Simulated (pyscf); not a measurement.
## Four-centre exchange: HO–Ti(OH)(OH)–OH + hydrogen chloride (HCl) → HO–Ti(OH)(OH)–Cl + water (H₂O)

Gas phase, singlet surface, charge 0. Bonds broken: Ti1–O2, Cl10–H11. Bonds formed: Ti1–Cl10, O2–H11. Structures and frequencies: ωB97X-D3(BJ)/def2-SVP in PySCF.

Transition state (Å):

```xyz
11

Ti    -1.1164     0.0446    -0.0974
O     -0.4120     1.5297     0.9241
O      0.0538    -0.1289    -1.4081
O     -2.6468     0.4164    -0.9108
O     -1.0831    -1.5162     0.7368
H     -0.1269     2.3916     0.5999
H      0.6804    -0.8427    -1.5744
H     -2.8123     0.4910    -1.8571
H     -1.6457    -1.6473     1.5138
Cl    -2.4940     0.7080     2.3883
H     -1.3295     1.4178     1.7979
```

One imaginary mode, 589i cm⁻¹; descent along it reached the two sides named, in the forms told below.

| bond | change | reactant side (Å) | saddle | product side |
|---|---|---|---|---|
| Ti1–O2 | breaks | 1.841 | 1.935 | 2.268 |
| Cl10–H11 | breaks | 1.321 | 1.486 | 2.485 |
| Ti1–Cl10 | forms | 3.6 | 2.9 | 2.298 |
| O2–H11 | forms | 1.716 | 1.272 | 0.969 |

Electronic energies relative to the separated reactants (eV):

```json
[
 {"level": "ωB97X-D3(BJ)/def2-TZVP", "barrier": "-0.07", "reaction energy": "-0.46", "reverse barrier": "0.39"},
 {"level": "PBE/def2-TZVP", "barrier": "-0.07", "reaction energy": "-0.37", "reverse barrier": "0.30"},
 {"level": "r²SCAN/def2-TZVP", "barrier": "-0.13", "reaction energy": "-0.40", "reverse barrier": "0.27"},
 {"level": "B3LYP-D3(BJ)/def2-TZVP", "barrier": "-0.03", "reaction energy": "-0.38", "reverse barrier": "0.35"},
 {"level": "PBE0-D3(BJ)/def2-TZVP", "barrier": "-0.09", "reaction energy": "-0.42", "reverse barrier": "0.32"},
 {"level": "M06-2X/def2-TZVP", "barrier": "-0.09", "reaction energy": "-0.39", "reverse barrier": "0.30"},
 {"level": "ωB97M-D3(BJ)/def2-TZVP", "barrier": "0.03", "reaction energy": "-0.36", "reverse barrier": "0.39"},
 {"level": "HF/def2-TZVP", "barrier": "0.56", "reaction energy": "-0.36", "reverse barrier": "0.92"}
]
```

With ωB97M-D3(BJ)/def2-TZVP energies and thermal terms (ideal gas, 1 atm, RRHO with modes under 100 cm⁻¹ raised to 100, one conformer, R ln 2 for rigid chiral ones), in eV:

```json
[
 {"T (K)": "298", "ΔH‡": "0.01", "ΔG‡": "0.46", "ΔH": "-0.27", "ΔG": "-0.29"},
 {"T (K)": "600", "ΔH‡": "-0.01", "ΔG‡": "0.93", "ΔH": "-0.29", "ΔG": "-0.30"},
 {"T (K)": "900", "ΔH‡": "0.01", "ΔG‡": "1.39", "ΔH": "-0.32", "ΔG": "-0.29"},
 {"T (K)": "1200", "ΔH‡": "0.02", "ΔG‡": "1.85", "ΔH": "-0.34", "ΔG": "-0.28"}
]
```

On the reactant side the descent ends in a complex, 0.35 eV under the separated species and 0.27 eV under the saddle at ωB97X-D3(BJ)/def2-TZVP. On the product side the descent ends in an adduct with a O–Ti contact (not fully relaxed), 0.52 eV under the separated species and 0.91 eV under the saddle at ωB97X-D3(BJ)/def2-TZVP. At ωB97X-D3(BJ), PBE, r²SCAN, B3LYP-D3(BJ), PBE0-D3(BJ), M06-2X the saddle lies under the separated reactants, which points to a path from their complex (located at ωB97X-D3(BJ) alone). What is counted as broken (O–Ti) persists as a longer contact in the product adduct; parting that adduct is a step of its own. One saddle was located; it need not be the lowest between these sides.
